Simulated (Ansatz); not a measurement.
Geometry optimisation, RKS PBE0-D4/def2-SVP (Ansatz 0.2.0).

The input (input.yaml):

```yaml
crystal:
  periodic: [false, false, false]
  atoms:
    - { symbol: C, position_ang: [0.34589, 0.7309, -2.45464] }
    - { symbol: C, position_ang: [0.63477, 0.46742, -1.32807] }
    - { symbol: C, position_ang: [0.38786, 0.43503, 0.11707] }
    - { symbol: C, position_ang: [-0.53948, -0.6266, 0.57679] }
    - { symbol: H, position_ang: [1.44449, 0.20793, 0.38294] }
    - { symbol: H, position_ang: [0.13306, 1.43408, 0.48555] }
    - { symbol: H, position_ang: [-1.58749, -0.37878, 0.3683] }
    - { symbol: H, position_ang: [-0.30301, -1.60967, 0.17513] }
    - { symbol: H, position_ang: [-0.51609, -0.66031, 1.67692] }
total_charge: 1
basis:
  gaussian: { orbitals: def2-SVP }
hamiltonian:
  xc: pbe0
  dispersion: d4
relax:
  f_tol: 0.02
  max_steps: 50
```

Run as:

```bash
$ ansatz run input.yaml --threads 1 --pin off --max-ram 2048MiB --backend cpu --events-out ev --progress --plain --runs-dir out
```

Problem. Where does it end, and by what steps?

Solution. It converged. After 22 steps the energy has fallen by 3.768 eV; H5 moved furthest, 1.94 Å. The start is strongly strained (largest force component 11 eV/Å), so its close contacts needn't be bonds. Parted: C3–H5 (1.11 → 2.21 Å). Joined: C2–H5 (1.91 → 1.11 Å).

```
step  energy less start (eV)  largest force component (eV/Å)  accepted
   0                  0.0000                          10.614       yes
   1                 -0.7458                           3.979       yes
   2                 -0.9555                           0.731       yes
   3                 -1.0383                           1.086       yes
   4                 -1.3184                           1.520       yes
   5                 -1.7335                           1.798       yes
   6                 -2.0992                           2.015       yes
   7                 -2.3476                           2.539       yes
   8                 -2.6104                           1.776       yes
   9                 -2.8368                           1.050       yes
  10                 -3.0296                           0.827       yes
  11                 -3.2275                           0.899       yes
  12                 -3.4333                           1.057       yes
  13                 -3.5963                           0.751       yes
  14                 -3.7105                           0.342       yes
  15                 -3.7498                           0.403       yes
  16                 -3.7587                           0.545       yes
  17                 -3.7478                           0.482        no
  18                 -3.7495                           0.498        no
  19                 -3.7671                           0.060       yes
  20                 -3.7676                           0.050       yes
  21                 -3.7681                           0.021       yes
  22                 -3.7683                           0.015       yes
```

```xyz
9
Properties=species:S:1:pos:R:3
C 0.999 -0.333 -1.921
C 0.913 0.553 -0.921
C 0.123 0.446 0.231
C -0.755 -0.652 0.575
H 1.569 1.431 -1.117
H 0.183 1.285 0.939
H -1.765 -0.233 0.773
H -0.805 -1.479 -0.142
H -0.461 -1.017 1.583
```

Whether the end is a true minimum wasn't checked by a vibrational analysis.

The run took 61 s on 1 thread of Arm Neoverse V1, with other jobs on the host, peak memory 0.14 GiB.
